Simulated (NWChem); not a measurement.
Cl anion

All runs: NWChem. Pople sets run with spherical d functions. Static field.

| level | basis functions | isotropic polarisability (bohr³) | anisotropy (bohr³) |
|---|---|---|---|
| B3LYP/6-31+G* | 22 | 16.6 | 0.0 |
| B3LYP/def2-SVPD | 27 | 29.4 | 0.0 |
| B3LYP/aug-cc-pVDZ | 27 | 23.7 | 0.0 |
| B3LYP/Sadlej pVTZ | 32 | 31.3 | 0.0 |
| B3LYP/def2-TZVPD | 46 | 31.4 | 0.0 |
| B3LYP/aug-cc-pVTZ | 50 | 28.8 | 0.0 |
